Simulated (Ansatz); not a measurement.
# Dissociation curves of CHCl (SMILES [CH]Cl)

CHCl has 3 atoms, charge 0, and is taken as a triplet. As SMILES, `[CH]Cl`. The coordinates come from a GFN2-xTB relaxation.

```xyz
3

C    -0.2194   -0.3459   -0.1551
Cl    1.1660   -0.0204    0.6368
H    -0.9466    0.3663   -0.4817
```

The C1–H3 distance is scanned; the parts on either side stay rigid. Basis STO-3G, 6 core orbitals frozen in the correlated methods; program Ansatz 0.2.0. FCI is exact within this basis and core. Energies in eV from each method's value at 1.069 Å; open shells run as named. The shape above is that at 1.069 Å.

| distance (Å) | UHF | USVWN5 | UB3LYP | U-r2SCAN0 | UB2PLYP | RPA@PBE | UMP2 |
| --- | --- | --- | --- | --- | --- | --- | --- |
| 1.069 | 0.00 | 0.00 | 0.00 | 0.00 | 0.00 | 0.00 | 0.00 |
| 1.336 | 1.00 | 0.67 | 0.69 | 0.81 | 0.75 | 0.58 | 0.81 |
| 1.603 | 3.00 | 2.15 | 2.17 | 2.46 | 2.35 | 2.02 | 2.65 |
| 2.138 | 4.26 | 4.31 | 3.96 | 4.30 | 4.07 | 3.84 | 4.22 |
| 2.672 | 4.34 | 4.84 | 4.25 | 4.61 | 4.22 | 3.69 | 4.22 |

(1) Estimate the FCI curve, and say how far off each method is.

## Answers

(1) 
| distance (Å) | FCI |
| --- | --- |
| 1.069 | 0.00 |
| 1.336 | 0.65 |
| 1.603 | 2.11 |
| 2.138 | 3.94 |
| 2.672 | 4.08 |

Departure from the FCI curve at its largest: UHF +0.89 eV at 1.60 Å; USVWN5 +0.76 eV at 2.67 Å; UB3LYP +0.17 eV at 2.67 Å; U-r2SCAN0 +0.53 eV at 2.67 Å; UB2PLYP +0.24 eV at 1.60 Å; RPA@PBE -0.39 eV at 2.67 Å; UMP2 +0.54 eV at 1.60 Å. The curve of RPA@PBE turns over, which the reference doesn't. For the functionals part of the departure is owed to the small basis.
